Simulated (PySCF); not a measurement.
Input for PySCF: R-B3LYP/6-31G* on H6N2 (a complex).

```python
from pyscf import gto, scf, dft, mp
from pyscf.data.elements import chemcore

mol = gto.M(
    atom='''
    N     1.57522500    0.00008500   -0.04260700
    H     2.13110800    0.81394900   -0.28661400
    H     1.49645000   -0.00293600    0.97025700
    H     2.13172100   -0.81189200   -0.29145300
    N    -1.68824500    0.00008300    0.10484800
    H    -2.12640300   -0.81268000   -0.31731000
    H    -2.12744200    0.81184200   -0.31815800
    H    -0.71429700    0.00054300   -0.19240700
    ''',
    basis='6-31g*',
    cart=True,
    charge=0, spin=0, verbose=3, max_memory=1800)
mf = dft.RKS(mol, xc='b3lyp')
mf.conv_tol = 1e-8
mf.max_cycle = 100
mf.kernel()
if not mf.converged:
    mf = mf.newton().run(mf.mo_coeff, mf.mo_occ)
```

Program output:

```
converged SCF energy = -113.102608391971
```

The run converged.

Cost: about 3 core-seconds (a rough figure).
